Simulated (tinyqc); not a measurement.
UKS/PBE0 in the sto-3g basis, for H2O+, spin multiplicity 2, step by step. One step of it, computed by the program tinyqc.

Problem. Iteration 2: building the Kohn-Sham matrix. J_ij = sum D_kl (ij|kl) with D = D(alpha) + D(beta), K_ij = sum D_kl (ik|jl) for each spin; F = H + J - 0.25 K(s) + V_xc; E = tr D H + tr D J / 2 - 0.125 sum_s tr D(s) K(s) + E_xc + E_nn.

D(alpha) after iteration 1, lower triangle:
```
            1O 1s      1O 2s     1O 2px     1O 2py     1O 2pz      2H 1s     3H 1s
1O 1s    1.059294
1O 2s   -0.251126   1.066409
1O 2px  -0.000555   0.003377   0.999845
1O 2py  -0.001835   0.009100  -0.003113   0.982471
1O 2pz   0.000726  -0.001894   0.001894  -0.002521   0.994457
2H 1s    0.002978  -0.021524   0.001226   0.015941   0.018743   0.001059
3H 1s   -0.003477   0.007587  -0.013344  -0.027323  -0.002351  -0.000662  0.001007
```

D(beta) after iteration 1, lower triangle:
```
            1O 1s      1O 2s     1O 2px     1O 2py    1O 2pz      2H 1s     3H 1s
1O 1s    1.056061
1O 2s   -0.238566   1.018531
1O 2px   0.049444  -0.182428   0.049849
1O 2py  -0.003614   0.014514   0.060558   0.967464
1O 2pz   0.008091  -0.029518  -0.107360   0.001411  0.978777
2H 1s   -0.002548  -0.004136   0.000358   0.036654  0.024086   0.002007
3H 1s   -0.005304   0.013511  -0.004857  -0.032100  0.002269  -0.001206  0.001270
```

core Hamiltonian H = T + V (hartree), lower triangle:
```
             1O 1s      1O 2s     1O 2px     1O 2py     1O 2pz      2H 1s      3H 1s
1O 1s   -32.402194
1O 2s    -7.537362  -9.030064
1O 2px    0.000000   0.000000  -7.201507
1O 2py    0.000000   0.000000   0.000000  -7.263913
1O 2pz   -0.010057  -0.126057   0.000000   0.000000  -7.244677
2H 1s    -0.697851  -1.840317   0.000000  -1.115305  -0.952611  -3.845721
3H 1s    -0.697851  -1.840317   0.000000   1.115305  -0.952611  -0.552428  -3.845721
```

Two-electron integrals (ij|kl) in chemists' order, unique and non-zero (hartree):
```
(11|11) 4.785065    (21|11) 0.741380    (21|21) 0.136873    (22|11) 1.118947
(22|21) 0.256633    (22|22) 0.817206    (31|31) 0.024477    (32|31) 0.037809
(32|32) 0.180518    (33|11) 1.115814    (33|21) 0.256684    (33|22) 0.817023
(33|33) 0.880159    (41|41) 0.024477    (42|41) 0.037809    (42|42) 0.180518
(43|43) 0.047444    (44|11) 1.115814    (44|21) 0.256684    (44|22) 0.817023
(44|33) 0.785270    (44|44) 0.880159    (51|51) 0.024477    (52|51) 0.037809
(52|52) 0.180518    (53|53) 0.047444    (54|54) 0.047444    (55|11) 1.115814
(55|21) 0.256684    (55|22) 0.817023    (55|33) 0.785270    (55|44) 0.785270
(55|55) 0.880159    (61|11) 0.068724    (61|21) 0.012596    (61|22) 0.023523
(61|33) 0.023481    (61|41) 0.000419    (61|42) 0.000797    (61|44) 0.023558
(61|51) 0.000349    (61|52) 0.000663    (61|54) 0.000064    (61|55) 0.023534
(61|61) 0.001173    (62|11) 0.197731    (62|21) 0.046054    (62|22) 0.166401
(62|33) 0.163419    (62|41) 0.002620    (62|42) 0.021639    (62|44) 0.168607
(62|51) 0.002179    (62|52) 0.017998    (62|54) 0.004315    (62|55) 0.167008
(62|61) 0.004327    (62|62) 0.045159    (63|31) 0.004427    (63|32) 0.027170
(63|43) 0.004279    (63|53) 0.003559    (63|63) 0.005882    (64|11) 0.119936
(64|21) 0.028261    (64|22) 0.109132    (64|33) 0.104445    (64|41) 0.005801
(64|42) 0.040234    (64|44) 0.116182    (64|51) 0.001143    (64|52) 0.010865
(64|54) 0.006202    (64|55) 0.106643    (64|61) 0.002748    (64|62) 0.036094
(64|64) 0.034440    (65|11) 0.099754    (65|21) 0.023506    (65|22) 0.090768
(65|33) 0.086869    (65|41) 0.001143    (65|42) 0.010865    (65|44) 0.089512
(65|51) 0.005378    (65|52) 0.036207    (65|54) 0.006478    (65|55) 0.095816
(65|61) 0.002285    (65|62) 0.030020    (65|64) 0.023752    (65|65) 0.025637
(66|11) 0.390296    (66|21) 0.092312    (66|22) 0.384591    (66|33) 0.371349
(66|41) 0.005704    (66|42) 0.067150    (66|44) 0.394606    (66|51) 0.004744
(66|52) 0.055850    (66|54) 0.019344    (66|55) 0.387437    (66|61) 0.008703
(66|62) 0.142825    (66|64) 0.130796    (66|65) 0.108786    (66|66) 0.774606
(71|11) 0.068724    (71|21) 0.012596    (71|22) 0.023523    (71|33) 0.023481
(71|41) -0.000419   (71|42) -0.000797   (71|44) 0.023558    (71|51) 0.000349
(71|52) 0.000663    (71|54) -0.000064   (71|55) 0.023534    (71|61) 0.001157
(71|62) 0.004204    (71|64) 0.002485    (71|65) 0.002224    (71|66) 0.008424
(71|71) 0.001173    (72|11) 0.197731    (72|21) 0.046054    (72|22) 0.166401
(72|33) 0.163419    (72|41) -0.002620   (72|42) -0.021639   (72|44) 0.168607
(72|51) 0.002179    (72|52) 0.017998    (72|54) -0.004315   (72|55) 0.167008
(72|61) 0.004204    (72|62) 0.035142    (72|64) 0.019773    (72|65) 0.022679
(72|66) 0.088090    (72|71) 0.004327    (72|72) 0.045159    (73|31) 0.004427
(73|32) 0.027170    (73|43) -0.004279   (73|53) 0.003559    (73|63) 0.004391
(73|73) 0.005882    (74|11) -0.119936   (74|21) -0.028261   (74|22) -0.109132
(74|33) -0.104445   (74|41) 0.005801    (74|42) 0.040234    (74|44) -0.116182
(74|51) -0.001143   (74|52) -0.010865   (74|54) 0.006202    (74|55) -0.106643
(74|61) -0.002485   (74|62) -0.019773   (74|64) -0.007116   (74|65) -0.012567
(74|66) -0.047226   (74|71) -0.002748   (74|72) -0.036094   (74|74) 0.034440
(75|11) 0.099754    (75|21) 0.023506    (75|22) 0.090768    (75|33) 0.086869
(75|41) -0.001143   (75|42) -0.010865   (75|44) 0.089512    (75|51) 0.005378
(75|52) 0.036207    (75|54) -0.006478   (75|55) 0.095816    (75|61) 0.002224
(75|62) 0.022679    (75|64) 0.012567    (75|65) 0.018811    (75|66) 0.061598
(75|71) 0.002285    (75|72) 0.030020    (75|74) -0.023752   (75|75) 0.025637
(76|11) 0.053324    (76|21) 0.012554    (76|22) 0.049982    (76|33) 0.048761
(76|44) 0.049620    (76|51) 0.000880    (76|52) 0.009016    (76|55) 0.051511
(76|61) 0.001169    (76|62) 0.013903    (76|64) 0.009785    (76|65) 0.010446
(76|66) 0.049024    (76|71) 0.001169    (76|72) 0.013903    (76|74) -0.009785
(76|75) 0.010446    (76|76) 0.005788    (77|11) 0.390296    (77|21) 0.092312
(77|22) 0.384591    (77|33) 0.371349    (77|41) -0.005704   (77|42) -0.067150
(77|44) 0.394606    (77|51) 0.004744    (77|52) 0.055850    (77|54) -0.019344
(77|55) 0.387437    (77|61) 0.008424    (77|62) 0.088090    (77|64) 0.047226
(77|65) 0.061598    (77|66) 0.255219    (77|71) 0.008703    (77|72) 0.142825
(77|74) -0.130796   (77|75) 0.108786    (77|76) 0.049024    (77|77) 0.774606
```

nuclear repulsion = 6.55140137 hartree

V_xc(alpha) (hartree), lower triangle:
```
            1O 1s      1O 2s     1O 2px     1O 2py     1O 2pz      2H 1s      3H 1s
1O 1s   -2.272509
1O 2s   -0.320939  -0.636560
1O 2px   0.000153   0.001474  -0.633932
1O 2py  -0.000100  -0.000519   0.000059  -0.633830
1O 2pz  -0.000075  -0.000536   0.000025   0.000198  -0.634554
2H 1s   -0.030060  -0.111242   0.000283  -0.066235  -0.055318  -0.154436
3H 1s   -0.030055  -0.111317   0.000352   0.066313  -0.055419  -0.025709  -0.156105
```

V_xc(beta) (hartree), lower triangle:
```
            1O 1s      1O 2s     1O 2px     1O 2py     1O 2pz      2H 1s      3H 1s
1O 1s   -2.258208
1O 2s   -0.313027  -0.589283
1O 2px   0.002177   0.025799  -0.534912
1O 2py  -0.000248  -0.002272  -0.005867  -0.612489
1O 2pz   0.000296   0.002919   0.010325  -0.000358  -0.612884
2H 1s   -0.029366  -0.105356   0.003627  -0.065261  -0.053881  -0.158879
3H 1s   -0.029350  -0.104844   0.004498   0.064338  -0.053521  -0.024799  -0.155606
```

E_xc = sum of w rho eps_xc = -6.91542656 hartree

Give: Coulomb J; exchange K(alpha); exchange K(beta); F(alpha); F(beta); total energy of this density.

Solution.

Coulomb J (hartree), lower triangle:
```
         1O 1s   1O 2s  1O 2px  1O 2py  1O 2pz  2H 1s  3H 1s
1O 1s   17.312
1O 2s    3.254   7.915
1O 2px  -0.011  -0.062   7.848
1O 2py   0.001   0.007   0.006   7.936
1O 2pz  -0.001  -0.005  -0.010   0.000   7.937
2H 1s    0.300   1.558  -0.010   1.007   0.836  3.488
3H 1s    0.300   1.557  -0.011  -1.004   0.836  0.457  3.484
```

exchange K(alpha) (hartree), lower triangle:
```
        1O 1s  1O 2s  1O 2px  1O 2py  1O 2pz  2H 1s  3H 1s
1O 1s   4.915
1O 2s   0.855  1.423
1O 2px  0.000  0.001   1.173
1O 2py  0.000  0.003  -0.001   1.168
1O 2pz  0.000  0.001   0.000  -0.001   1.171
2H 1s   0.084  0.271   0.000   0.153   0.130  0.115
3H 1s   0.084  0.279  -0.004  -0.158   0.125  0.051  0.121
```

exchange K(beta) (hartree), lower triangle:
```
        1O 1s   1O 2s  1O 2px  1O 2py  1O 2pz  2H 1s  3H 1s
1O 1s   4.887
1O 2s   0.820   1.221
1O 2px  0.003  -0.168   0.329
1O 2py  0.000   0.013   0.051   1.109
1O 2pz  0.001  -0.020  -0.090   0.004   1.108
2H 1s   0.079   0.245  -0.037   0.158   0.124  0.118
3H 1s   0.080   0.246  -0.051  -0.151   0.116  0.046  0.114
```

F(alpha) (hartree), lower triangle:
```
          1O 1s   1O 2s  1O 2px  1O 2py  1O 2pz   2H 1s   3H 1s
1O 1s   -18.591
1O 2s    -4.818  -2.108
1O 2px   -0.011  -0.061  -0.281
1O 2py    0.001   0.005   0.006  -0.254
1O 2pz   -0.011  -0.132  -0.010   0.001  -0.235
2H 1s    -0.449  -0.461  -0.009  -0.213  -0.204  -0.541
3H 1s    -0.449  -0.465  -0.009   0.217  -0.204  -0.134  -0.548
```

F(beta) (hartree), lower triangle:
```
          1O 1s   1O 2s  1O 2px  1O 2py  1O 2pz   2H 1s   3H 1s
1O 1s   -18.570
1O 2s    -4.801  -2.010
1O 2px   -0.010   0.006   0.029
1O 2py    0.001   0.001  -0.013  -0.218
1O 2pz   -0.011  -0.123   0.023  -0.001  -0.198
2H 1s    -0.447  -0.449   0.003  -0.213  -0.201  -0.546
3H 1s    -0.447  -0.450   0.007   0.213  -0.200  -0.132  -0.546
```

total energy of this density = -74.13183 hartree
